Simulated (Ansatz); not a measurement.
Corundum (α-Al2O3), treated with LDA (plane waves, PAW; Ansatz, a program for electronic structure).

Run with plane-wave cutoff 520 eV, 6×6×6 k mesh, perturbation theory, scalar-relativistic PAW data made under PBE.

Cell (measured lattice):

```yaml
crystal:
  lattice:
    - [2.37850, 1.37323, 4.32923]
    - [-2.37850, 1.37323, 4.32923]
    - [0.00000, -2.74646, 4.32923]
  atoms:
    - { symbol: Al, position: [0.14798, 0.14798, 0.14798] }
    - { symbol: Al, position: [0.64798, 0.64798, 0.64798] }
    - { symbol: Al, position: [0.85202, 0.85202, 0.85202] }
    - { symbol: Al, position: [0.35202, 0.35202, 0.35202] }
    - { symbol: O, position: [0.25000, 0.94434, 0.55566] }
    - { symbol: O, position: [0.55566, 0.25000, 0.94434] }
    - { symbol: O, position: [0.75000, 0.05566, 0.44434] }
    - { symbol: O, position: [0.05566, 0.44434, 0.75000] }
    - { symbol: O, position: [0.44434, 0.75000, 0.05566] }
    - { symbol: O, position: [0.94434, 0.55566, 0.25000] }
```

Problem. Estimate the high-frequency dielectric constant (mean over three axes) and dielectric constant ε0 (ions relaxed) (mean over three axes) that the calculation returns.

Solution. 
- high-frequency dielectric constant (mean over three axes) = 3.25
- dielectric constant ε0 (ions relaxed) (mean over three axes) = 10.5

Measured, for comparison: high-frequency dielectric constant 3.1 (temperature not stated, no zero-point or thermal correction, mean; as tabulated in Skone et al. (2014), arXiv:1501.03184); static dielectric constant 10.1 (temperature not stated, no zero-point or thermal correction, mean of the two values across and the one along c; as tabulated in Stokey et al. (2021), arXiv:2108.12058). Computed (rounded) less measured: high-frequency dielectric constant +5 %, static dielectric constant +4 %.

Note: the cell isn't this level's own, so it is under some stress, which shifts stiffness and frequencies.
